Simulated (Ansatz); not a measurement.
A basis-limit estimate, worked out

The pair of CH4 (SMILES C, atoms 1–5) and SiH4O (SMILES [SiH3]O, atoms 6–11), both closed shells, in one local arrangement (a lower one may exist), relaxed at PBE0-D4/def2-TZVP:

```
11
angstrom
C 0.0102 -0.0380 -2.3188
H 0.6293 0.6858 -2.8489
H 0.4886 -0.3118 -1.3789
H -0.1177 -0.9259 -2.9379
H -0.9657 0.4029 -2.1150
Si -0.3612 0.1973 2.0029
O 0.8934 -0.5121 1.2019
H 0.0445 1.4901 2.6194
H -1.4114 0.4303 0.9866
H -0.8865 -0.6821 3.0832
H 1.6764 -0.7364 1.7056
```

Both fragments are computed in the basis of the whole pair.

Ansatz 0.2.0; basis: def2-TZVPPD and def2-QZVPPD; cores frozen in the correlated methods.

Energies in eV:

| quantity | pair | first fragment | second fragment |
| --- | --- | --- | --- |
| Hartree–Fock, triple zeta (X = 3) | -11059.38965 | -1094.28993 | -9965.11514 |
| Hartree–Fock, quadruple zeta (X = 4) | -11059.79716 | -1094.35015 | -9965.46233 |
| MP2 correlation, X = 3 | -15.74261 | -5.40098 | -10.29805 |
| MP2 correlation, X = 4 | -16.81485 | -5.70992 | -11.05889 |
| CCSD(T) correlation, X = 3 | -17.47141 | -6.12616 | -11.29894 |

Question: Work out the interaction energy at the basis limit: extrapolate Hartree–Fock as E(X) = E∞ + A exp(−7.88 √X) and the MP2 correlation as E(X) = E∞ + B X^−2.97 (the exponents that Neese and Valeev fitted for def2-TZVPP and QZVPP, reused here for the diffuse sets), then add CCSD(T) − MP2 in triple zeta.

Answer: Each step is linear, so take the differences first (pair − first fragment − second fragment): Hartree–Fock 0.01542 (X = 3) and 0.01532 (X = 4); MP2 correlation -0.04358 and -0.04604; CCSD(T) correlation -0.04631.
Two points give E∞ = E(4) + w [E(4) − E(3)], with w = 1/(exp(7.88 (2 − √3)) − 1) = 0.1377 for Hartree–Fock and w = 1/((4/3)^2.97 − 1) = 0.7407 for the correlation.
Hartree–Fock: 0.01532 + 0.1377 × (-0.00010) = 0.0153 eV.
MP2 correlation: -0.04604 + 0.7407 × (-0.00246) = -0.0479 eV.
CCSD(T) − MP2: -0.04631 − (-0.04358) = -0.0027 eV.
Sum: 0.0153 + (-0.0479) + (-0.0027) = -0.0353 eV, or -0.81 kcal/mol. Plain CCSD(T) in triple zeta gives -0.0309 eV, so the larger basis shifts the result by -0.0044 eV.

No T1 diagnostic of these runs exceeds 0.012.

For scale, one of the runs: CCSD(T)/def2-TZVPPD, 261 basis functions, launched by `ansatz run in.yaml --threads 4 --pin off --events-out ev --progress --plain --max-ram 9574MiB`. The run took 84 s on 4 CPU threads of an AMD EPYC 7R43 (shared host), with 6 GiB of host memory at its peak.
